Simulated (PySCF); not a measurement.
A geometry optimisation, step by step.

Compound: TiF₃ (doublet state).
Atom-mapped SMILES: `[F:1][Ti:2]([F:3])[F:4]`

Method: PySCF 2.14.0, PBE0-D3(BJ)/def2-SVP geometry optimisation, gas phase; unrestricted, density fitting, grid level 1; the optimiser is geomeTRIC in internal coordinates, started from a GFN2-xTB structure with every atom displaced at random (about 0.03 Å). The frame can shift and turn from step to step; on so coarse a grid that alone can change the energy by a few meV, and forces under 0.02 eV/Å are noise.

Step 0: E = -31241.2154 eV, largest atomic force 4.866 eV/Å
```
atom  x, y, z in Å  |  force x, y, z in eV/Å
F1     -1.027    1.937   -0.091    2.447  -4.116   0.864
Ti2     0.095   -0.056    0.270   -1.280   0.475  -2.637
F3      2.506   -0.220   -0.122   -4.490   0.261   0.828
F4     -1.471   -1.741   -0.133    3.323   3.380   0.945
```

Step 1: E = -31242.5990 eV, largest atomic force 5.005 eV/Å
```
atom  x, y, z in Å  |  force x, y, z in eV/Å
F1     -0.944    1.927   -0.063    2.285  -4.406   0.646
Ti2     0.048   -0.046    0.186   -0.815   0.397  -2.018
F3      2.384   -0.214   -0.096   -4.720   0.295   0.645
F4     -1.385   -1.747   -0.103    3.250   3.714   0.727
```

Step 2: E = -31245.0032 eV, largest atomic force 4.874 eV/Å
```
atom  x, y, z in Å  |  force x, y, z in eV/Å
F1     -0.849    1.826   -0.041    2.040  -4.323   0.440
Ti2     0.017   -0.038    0.117   -0.231   0.264  -1.427
F3      2.201   -0.203   -0.074   -4.840   0.321   0.472
F4     -1.265   -1.666   -0.078    3.032   3.738   0.515
```

Step 3: E = -31247.8940 eV, largest atomic force 3.762 eV/Å
```
atom  x, y, z in Å  |  force x, y, z in eV/Å
F1     -0.742    1.644   -0.031    0.962  -2.215   0.211
Ti2     0.004   -0.032    0.085    1.174  -0.119  -0.804
F3      1.950   -0.187   -0.065   -3.738   0.254   0.339
F4     -1.108   -1.506   -0.066    1.603   2.080   0.255
```

Step 4: E = -31245.5607 eV, largest atomic force 21.046 eV/Å
```
atom  x, y, z in Å  |  force x, y, z in eV/Å
F1     -0.589    1.480   -0.017   -1.883   4.699  -0.145
Ti2     0.064   -0.038    0.025  -15.433   2.711   1.344
F3      1.512   -0.165   -0.033   20.937  -1.946  -0.895
F4     -0.884   -1.358   -0.051   -3.621  -5.465  -0.304
```

Step 5: E = -31248.5600 eV, largest atomic force 1.171 eV/Å
```
atom  x, y, z in Å  |  force x, y, z in eV/Å
F1     -0.667    1.545   -0.024   -0.440   0.908  -0.031
Ti2     0.026   -0.033    0.057   -0.066   0.178   0.126
F3      1.739   -0.177   -0.051    1.161  -0.149  -0.038
F4     -0.994   -1.417   -0.058   -0.655  -0.937  -0.057
```

Step 6: E = -31248.6020 eV, largest atomic force 0.637 eV/Å
```
atom  x, y, z in Å  |  force x, y, z in eV/Å
F1     -0.684    1.590   -0.013    0.147  -0.414   0.022
Ti2     0.026   -0.028    0.023   -0.252  -0.086  -0.093
F3      1.781   -0.181   -0.037   -0.273  -0.011   0.035
F4     -1.019   -1.462   -0.048    0.379   0.511   0.036
```

Step 7: E = -31248.6099 eV, largest atomic force 0.632 eV/Å
```
atom  x, y, z in Å  |  force x, y, z in eV/Å
F1     -0.694    1.574   -0.012   -0.006  -0.070   0.009
Ti2     0.021   -0.030    0.014    0.567   0.276  -0.041
F3      1.784   -0.187   -0.033   -0.418   0.003   0.030
F4     -1.007   -1.438   -0.046   -0.143  -0.208   0.002
```

Step 8: E = -31248.6103 eV, largest atomic force 0.508 eV/Å
```
atom  x, y, z in Å  |  force x, y, z in eV/Å
F1     -0.687    1.567   -0.007   -0.131   0.282   0.003
Ti2     0.032   -0.023   -0.005   -0.388  -0.212  -0.010
F3      1.764   -0.184   -0.023    0.504  -0.063   0.002
F4     -1.004   -1.440   -0.041    0.015  -0.007   0.005
```

Step 9: E = -31248.6156 eV, largest atomic force 0.158 eV/Å
```
atom  x, y, z in Å  |  force x, y, z in eV/Å
F1     -0.696    1.576   -0.006    0.031  -0.094   0.003
Ti2     0.029   -0.026   -0.008   -0.069   0.142  -0.012
F3      1.775   -0.188   -0.022    0.039  -0.025   0.006
F4     -1.004   -1.443   -0.040   -0.001  -0.022   0.004
```

Step 10: E = -31248.6148 eV, largest atomic force 0.283 eV/Å
```
atom  x, y, z in Å  |  force x, y, z in eV/Å
F1     -0.696    1.570   -0.005   -0.076   0.147   0.002
Ti2     0.027   -0.021   -0.012    0.174  -0.223  -0.012
F3      1.780   -0.188   -0.021   -0.154   0.004   0.005
F4     -1.007   -1.442   -0.039    0.057   0.072   0.005
```

Step 11: E = -31248.6158 eV, largest atomic force 0.067 eV/Å
```
atom  x, y, z in Å  |  force x, y, z in eV/Å
F1     -0.696    1.573   -0.006   -0.024   0.031   0.002
Ti2     0.028   -0.023   -0.009    0.051  -0.041  -0.012
F3      1.777   -0.188   -0.022   -0.051  -0.011   0.006
F4     -1.005   -1.442   -0.040    0.023   0.021   0.004
```

Step 12: E = -31248.6160 eV, largest atomic force under 0.02 eV/Å
```
atom  x, y, z in Å  |  force x, y, z in eV/Å
F1     -0.697    1.574   -0.005   -0.011   0.010   0.001
Ti2     0.028   -0.023   -0.013    0.013   0.005  -0.007
F3      1.776   -0.190   -0.020   -0.007  -0.012   0.003
F4     -1.003   -1.442   -0.039    0.005  -0.003   0.003
```

Question: Summarise the path.

Answer: The energy falls by 714.05 kJ/mol from step 0 to step 12; nine tenths of that is first reached at step 3. It rises by more than 0.2 meV at steps 4 and 10. The largest force goes from 4.866 to under 0.02 eV/Å. Among the bonds Ti2–F3 changes most, from 2.448 to 1.755 Å; the atoms move by 0.547 Å rms after alignment.

Question: Follow the three bonds and two angles with the largest change from start to end.

Answer: 
```json
{"step": "0", "E above end (kJ/mol)": "714.05", "largest force (eV/Å)": "4.866", "Ti2–F3 (Å)": "2.448", "Ti2–F4 (Å)": "2.336", "F1–Ti2 (Å)": "2.316", "F1–Ti2–F4 (°)": "105.6", "F3–Ti2–F4 (°)": "125.8"}
{"step": "1", "E above end (kJ/mol)": "580.55", "largest force (eV/Å)": "5.005", "Ti2–F3 (Å)": "2.359", "Ti2–F4 (Å)": "2.243", "F1–Ti2 (Å)": "2.223", "F1–Ti2–F4 (°)": "111.9", "F3–Ti2–F4 (°)": "124.3"}
{"step": "2", "E above end (kJ/mol)": "348.58", "largest force (eV/Å)": "4.874", "Ti2–F3 (Å)": "2.199", "Ti2–F4 (Å)": "2.082", "F1–Ti2 (Å)": "2.062", "F1–Ti2–F4 (°)": "116.2", "F3–Ti2–F4 (°)": "123.0"}
{"step": "3", "E above end (kJ/mol)": "69.67", "largest force (eV/Å)": "3.762", "Ti2–F3 (Å)": "1.958", "Ti2–F4 (Å)": "1.853", "F1–Ti2 (Å)": "1.838", "F1–Ti2–F4 (°)": "118.4", "F3–Ti2–F4 (°)": "121.8"}
{"step": "4", "E above end (kJ/mol)": "294.79", "largest force (eV/Å)": "21.046", "Ti2–F3 (Å)": "1.454", "Ti2–F4 (Å)": "1.627", "F1–Ti2 (Å)": "1.653", "F1–Ti2–F4 (°)": "120.9", "F3–Ti2–F4 (°)": "120.5"}
{"step": "5", "E above end (kJ/mol)": "5.41", "largest force (eV/Å)": "1.171", "Ti2–F3 (Å)": "1.722", "Ti2–F4 (Å)": "1.723", "F1–Ti2 (Å)": "1.726", "F1–Ti2–F4 (°)": "119.5", "F3–Ti2–F4 (°)": "121.2"}
{"step": "6", "E above end (kJ/mol)": "1.35", "largest force (eV/Å)": "0.637", "Ti2–F3 (Å)": "1.762", "Ti2–F4 (Å)": "1.776", "F1–Ti2 (Å)": "1.767", "F1–Ti2–F4 (°)": "120.1", "F3–Ti2–F4 (°)": "121.0"}
{"step": "7", "E above end (kJ/mol)": "0.59", "largest force (eV/Å)": "0.632", "Ti2–F3 (Å)": "1.770", "Ti2–F4 (Å)": "1.745", "F1–Ti2 (Å)": "1.756", "F1–Ti2–F4 (°)": "119.8", "F3–Ti2–F4 (°)": "120.9"}
{"step": "8", "E above end (kJ/mol)": "0.55", "largest force (eV/Å)": "0.508", "Ti2–F3 (Å)": "1.739", "Ti2–F4 (Å)": "1.756", "F1–Ti2 (Å)": "1.745", "F1–Ti2–F4 (°)": "119.5", "F3–Ti2–F4 (°)": "120.8"}
{"step": "9", "E above end (kJ/mol)": "0.04", "largest force (eV/Å)": "0.158", "Ti2–F3 (Å)": "1.754", "Ti2–F4 (Å)": "1.754", "F1–Ti2 (Å)": "1.758", "F1–Ti2–F4 (°)": "119.6", "F3–Ti2–F4 (°)": "120.8"}
{"step": "10", "E above end (kJ/mol)": "0.12", "largest force (eV/Å)": "0.283", "Ti2–F3 (Å)": "1.761", "Ti2–F4 (Å)": "1.757", "F1–Ti2 (Å)": "1.748", "F1–Ti2–F4 (°)": "119.5", "F3–Ti2–F4 (°)": "120.6"}
{"step": "11", "E above end (kJ/mol)": "0.02", "largest force (eV/Å)": "0.067", "Ti2–F3 (Å)": "1.757", "Ti2–F4 (Å)": "1.755", "F1–Ti2 (Å)": "1.753", "F1–Ti2–F4 (°)": "119.6", "F3–Ti2–F4 (°)": "120.6"}
{"step": "12", "E above end (kJ/mol)": "0.00", "largest force (eV/Å)": "under 0.02", "Ti2–F3 (Å)": "1.755", "Ti2–F4 (Å)": "1.754", "F1–Ti2 (Å)": "1.754", "F1–Ti2–F4 (°)": "119.5", "F3–Ti2–F4 (°)": "120.5"}
```

The cost below is that of the whole optimisation. Hardware: an AMD EPYC 9R45 with one thread, no GPU, shared host with 96 logical CPUs at a one-minute load of 82. Cost: 58 s of wall time, 0.32 GiB resident at most.
